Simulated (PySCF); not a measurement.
# F2Si (SiF2): levels of theory compared

Aim: a comparison of 6 runs (B3LYP/STO-3G, M06-2X/STO-3G, PBE/STO-3G, PBE0/STO-3G, RPA@PBE/STO-3G, UMP2/STO-3G) of F2Si (SiF2). The job is set up through a Python script.

The calculation is run with PySCF 2.14.0.

## 1. The structure to begin with

The species is F2Si (3 atoms), typed as a singlet with charge 0. As SMILES, `F[Si]F`. The start is not the relaxed shape.

Bond lengths: Si1–F2 1.617 Å, Si1–F3 1.939 Å. Angles: F2–Si1–F3 92.6°.

## 2. The energy at B3LYP/STO-3G (run 1)

Contents of calc.py:

```python
from pyscf import gto, dft

mol = gto.M(
    atom=[
    ('Si', (0.239068, -0.014219, -0.966595)),
    ('F', (1.400778, -0.023879, 0.158775)),
    ('F', (-1.170150, 0.025020, 0.364240)),
],
    max_memory=1860,
    spin=0,
    basis='sto-3g',
    verbose=3,
    charge=0,
)

mf = dft.RKS(mol)
mf.xc = 'b3lyp'
mf.conv_tol = 1e-10
mf.grids.level = 5
mf.kernel()
if not mf.converged:
    mf = mf.newton().run(mf.mo_coeff, mf.mo_occ)

e_final = mf.e_tot
print('E = %.10f Eh' % e_final)
```

Command:

```
$ OMP_NUM_THREADS=1 python calc.py
```

Standard output:

```text
converged SCF energy = -482.87902663448
E = -482.8790266345 Eh
```

Run time: 2.2 s. Hardware: 1 thread of Arm Neoverse V2, shared host; peak memory 0.2 GiB.

## 3. The energy at M06-2X/STO-3G (run 2)

Contents of calc.py:

```python
from pyscf import gto, dft

system = gto.M(
    atom='''
Si       0.239068      -0.014219      -0.966595
F        1.400778      -0.023879       0.158775
F       -1.170150       0.025020       0.364240
''',
    max_memory=1860,
    verbose=3,
    basis='sto-3g',
)

mf = dft.RKS(system)
mf.xc = 'm06-2x'
mf.conv_tol = 1e-10
mf.grids.level = 5
mf.kernel()
if not mf.converged:
    mf = mf.newton().run(mf.mo_coeff, mf.mo_occ)

e_final = mf.e_tot
print(f'total energy: {e_final:.8f} hartree')
```

Command:

```
$ OMP_NUM_THREADS=1 python calc.py
```

Standard output:

```text
converged SCF energy = -482.896317479022
total energy: -482.89631748 hartree
```

Wall time 3 s (1 thread of Arm Neoverse V2, shared host); peak memory 0.2 GiB.

Runs 3 to 4 aren't shown in full; the table further down has their settings and results.

## 4. The energy at RPA@PBE/STO-3G (run 5)

Contents of calc.py:

```python
from pyscf import gto, dft
from pyscf.gw.rpa import RPA

mol = gto.M(
    atom='''
Si     0.451773    -0.026870    -1.826600
F      2.647087    -0.045125     0.300041
F     -2.211263     0.047281     0.688314
''',
    basis='sto-3g',
    max_memory=1860,
    spin=0,
    unit='bohr',
    verbose=3,
)

mf = dft.RKS(mol, xc='pbe')
mf.grids.level = 5
mf.conv_tol = 1e-10
mf.kernel()
if not mf.converged:
    mf = mf.newton().run(mf.mo_coeff, mf.mo_occ)

rpa = RPA(mf, frozen=7)
rpa.kernel()
e_exx = mf.to_hf().energy_tot(mf.make_rdm1())
e_tot = e_exx + rpa.e_corr
print('E = %.10f Eh' % e_tot)
```

Command:

```
$ OMP_NUM_THREADS=1 python calc.py
```

Standard output:

```text
converged SCF energy = -482.553911113663
E(RPA) = -481.655817320791  E_corr = -0.227601968663719  E_hf = -481.428215352127
E = -481.8010163576 Eh
```

Wall time 2.2 s (1 thread of Arm Neoverse V2, shared host); peak memory 0.2 GiB.

## 5. A single-point energy at UMP2/STO-3G (run 6)

Contents of run.py:

```python
from pyscf import gto, mp

mol = gto.M(
    atom='''
Si     0.451773    -0.026870    -1.826600
F      2.647087    -0.045125     0.300041
F     -2.211263     0.047281     0.688314
''',
    max_memory=1860,
    unit='bohr',
    basis='sto-3g',
    verbose=3,
)

hf = mol.UHF()
hf.conv_tol = 1e-10
hf.kernel()
if not hf.converged:
    hf = hf.newton().run(hf.mo_coeff, hf.mo_occ)
for _ in range(3):
    mo, _, stable, _ = hf.stability(return_status=True)
    if stable:
        break
    hf.kernel(hf.make_rdm1(mo, hf.mo_occ))

pt = mp.MP2(hf, frozen=7).run()
energy = pt.e_tot
print('E = %.10f Eh' % energy)
```

Command:

```
$ OMP_NUM_THREADS=1 python run.py
```

Standard output:

```text
converged SCF energy = -481.632719353906  <S^2> = 7.7234219e-11  2S+1 = 1
<class 'pyscf.scf.uhf.UHF'> wavefunction is stable in the internal stability analysis
E(UMP2) = -481.711256814595  E_corr = -0.0785374606893024
E(SCS-UMP2) = -481.714932064314  E_corr = -0.0822127104081675
E = -481.7112568146 Eh
```

Run time: 0.6 s. Hardware: 1 thread of Arm Neoverse V2, shared host; peak memory 0.12 GiB.

## 6. All runs side by side

```
run           level  frozen core orbitals  integration grid  follow instability  energy (Eh)  dipole moment (D) of the reference  HOMO energy (eV)  LUMO energy (eV)  wall time
  1    B3LYP/STO-3G                     –                 5                   –  -482.879027                                1.27             -3.05              2.02      2.2 s
  2   M06-2X/STO-3G                     –                 5                   –  -482.896317                                1.53             -4.88              3.04        3 s
  3      PBE/STO-3G                     –                 5                   –  -482.553911                                0.98             -1.42              1.50      2.1 s
  4     PBE0/STO-3G                     –                 5                   –  -482.613262                                1.32             -3.40              2.15        2 s
  5  RPA@PBE/STO-3G                     7                 5                   –  -481.801016                                0.98             -1.42              1.50      2.2 s
  6     UMP2/STO-3G                     7                 –                 yes  -481.711257                                2.10             -6.93              5.83      0.6 s
```

## 7. Results

```
                                          quantity          value
                               run 6: total energy  -481.71126 Eh
       run 6: dipole moment (Hartree–Fock density)         2.10 D
        run 6: HOMO energy (Hartree–Fock orbitals)       -6.93 eV
        run 6: LUMO energy (Hartree–Fock orbitals)        5.83 eV
      run 6: HOMO–LUMO gap (Hartree–Fock orbitals)       12.76 eV
run 6: correlation energy (7 core orbitals frozen)      -78.5 mEh
```

In words: Among the runs that give it from their own density at one geometry, the dipole moment runs from 0.98 D (PBE/STO-3G) to 1.53 D (M06-2X/STO-3G). Among the runs that give it from their own density at one geometry, the HOMO–LUMO gap runs from 2.92 eV (PBE/STO-3G) to 7.93 eV (M06-2X/STO-3G). Totals of different functionals can't be ranked against each other. All runs together took 12 s, the longest 3 s.
